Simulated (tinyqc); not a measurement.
Inside a calculation. Method: CIS and TDHF on RHF in the sto-3g basis, for BH2+, spin multiplicity 1. One step of it, computed by the program tinyqc.

Problem. CIS singlet states. Diagonalise A (1 hartree = 27.211386 eV); each vector has its largest component positive (the first on a tie). The transition dipole is mu = sqrt2 sum c_ia <i|r|a>.

CIS matrix A, singlet (hartree), lower triangle:
```
,1>4,1>5,1>6,1>7,2>4,2>5,2>6,2>7,3>4,3>5,3>6,3>7
1>4,7.073467
1>5,0.000000,7.064935
1>6,-0.109417,0.000000,7.456058
1>7,0.000000,0.000000,0.000000,7.555448
2>4,0.038609,0.000000,0.027855,0.000000,0.428896
2>5,0.000000,0.054709,0.000000,0.000000,0.000000,0.456227
2>6,0.027021,0.000000,0.010478,0.000000,-0.036323,0.000000,0.708229
2>7,0.000000,0.000000,0.000000,0.033711,0.000000,0.000000,0.000000,0.809343
3>4,0.000000,0.000000,0.000000,0.001922,0.000000,0.000000,0.000000,0.006006,0.235780
3>5,0.000000,0.000000,0.000000,0.000000,0.000000,0.000000,0.000000,0.000000,0.000000,0.245821
3>6,0.000000,0.000000,0.000000,-0.005844,0.000000,0.000000,0.000000,-0.015361,-0.066623,0.000000,0.558870
3>7,0.008340,0.000000,-0.019478,0.000000,-0.036181,0.000000,0.032581,0.000000,0.000000,0.000000,0.000000,0.770970
```

dipole integrals <i|r|a> (bohr):
```
,x,y,z
1>4,0.000000,0.000000,0.098955
1>5,0.118008,0.000000,0.000000
1>6,0.000000,0.000000,0.065417
1>7,0.000000,0.102241,0.000000
2>4,0.000000,0.000000,0.885565
2>5,0.843037,0.000000,0.000000
2>6,0.000000,0.000000,0.055028
2>7,0.000000,-0.533420,0.000000
3>4,0.000000,0.494109,0.000000
3>5,0.000000,0.000000,0.000000
3>6,0.000000,-1.258121,0.000000
3>7,0.000000,0.000000,-0.542090
```

Give: singlet excitation energies; lowest vectors; oscillator strengths 2/3 w |mu|^2.

Solution.

singlet excitation energies (eV): 6.0564  6.6891  11.4547  12.4022  15.5366  18.9269  21.5257  22.0491  191.6992  192.2590  203.6840  205.5989

lowest vectors:
```
,state 1,state 2,state 3,state 4,state 5,state 6
1>4,0.0000,0.0000,-0.0064,0.0000,0.0000,-0.0029
1>5,0.0000,0.0000,0.0000,-0.0083,0.0000,0.0000
1>6,0.0000,0.0000,-0.0039,0.0000,0.0000,-0.0024
1>7,-0.0001,0.0000,0.0000,0.0000,0.0005,0.0000
2>4,0.0000,0.0000,0.9891,0.0000,0.0000,-0.0664
2>5,0.0000,0.0000,0.0000,1.0000,0.0000,0.0000
2>6,0.0000,0.0000,0.1154,0.0000,0.0000,0.9039
2>7,-0.0050,0.0000,0.0000,0.0000,0.0679,0.0000
3>4,0.9810,0.0000,0.0000,0.0000,-0.1933,0.0000
3>5,0.0000,1.0000,0.0000,0.0000,0.0000,0.0000
3>6,0.1941,0.0000,0.0000,0.0000,0.9788,0.0000
3>7,0.0000,0.0000,0.0914,0.0000,0.0000,-0.4226
```

oscillator strengths 2/3 w |mu|^2: 0.0175  0.0000  0.3883  0.4309  1.4145  0.0447
